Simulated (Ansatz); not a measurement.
# AlPN+ (quintet): from Hartree-Fock to the top rungs, cc-pVDZ

The task here is to estimate one member of a computed series from the others.

The runs use Ansatz 0.2.0, Gaussian basis; cc-pVDZ, core rule «outside noble gas», up to 11 orbitals frozen.

Plan: UHF; CCSD(T) on ROHF; CCSD(T) on UHF; BCCD(T) on ROHF; CISD; CCSDT(Q) on ROHF; CCSDT(Q) on UHF.

43 further runs of the same task are left out: 17 for a known fault of the program, 10 that didn't finish, 16 set aside as unsound or not needed.

**What is computed**

The geometry is a PBE0/def2-TZVP stationary point (not a proven minimum) of the parent state, kept for this charge and spin.

3 atoms, charge 1, spin multiplicity 5.

Atoms are counted from 1 here; the program's logs count them from 0.

Bond lengths: Al1–P2 2.360 Å, Al1–N3 1.763 Å, P2–N3 1.687 Å. Angles: P2–Al1–N3 45.5°, Al1–P2–N3 48.2°, Al1–N3–P2 86.3°.

Geometry (Å):

```xyz
3

Al    0.00000    0.25345    1.25432
P     0.00000    0.23716   -1.10541
N     0.00000   -1.01266    0.02820
```

Set-up of the first run:

Contents of in.yaml:

```yaml
crystal:
  periodic: [false, false, false]
  atoms:
    - {symbol: Al, position_ang: [0.000000, 0.253448, 1.254324]}
    - {symbol: P, position_ang: [0.000000, 0.237157, -1.105408]}
    - {symbol: N, position_ang: [0.000000, -1.012664, 0.028204]}
basis:
  gaussian: {orbitals: cc-pVDZ}
total_charge: 1
magnetization: {spin_polarized: true, initial_magnetization: 4}
hamiltonian: {xc: hf}
output: {orbitals: {seedname: orbitals}}
```

The run is started by

```console
> ansatz run in.yaml --threads 1 --pin off --events-out ev --progress --plain --max-ram 2393MiB
```

Among the steps run: UHF; CCSD(T) on ROHF; CCSD(T) on UHF; BCCD(T) on ROHF; CISD; CCSDT(Q) on ROHF; CCSDT(Q) on UHF.

One table of the session follows, with a row left open; its other results are not shown here.

```
   method  from UCCSDT(Q) (meV)
     RMP2               +1158.1
     UMP2               +1173.0
     CISD                +993.0
    RCCSD                +428.8
    UCCSD                +409.4
 RCCSD(T)                 +75.6
 UCCSD(T)                 +76.7
  BCCD(T)                 +72.2
   RCCSDT                 +40.7
   UCCSDT                 +37.7
RCCSDT(Q)                     ?
UCCSDT(Q)                     0
```

Q: Estimate the row for RCCSDT(Q) from the others.

As computed: from UCCSDT(Q) (meV): +4.4. In the column «from UCCSDT(Q) (meV)» it lies between UCCSDT(Q) (0) and UCCSDT (+37.7).

Left out of the table: ROHF, UHF (another determinant or state than the rows shown).

To keep in mind: Restricted and unrestricted rows rest on different reference determinants; where their highest levels disagree by more than a few hundredths of an eV, they describe different states and don't form one ladder.
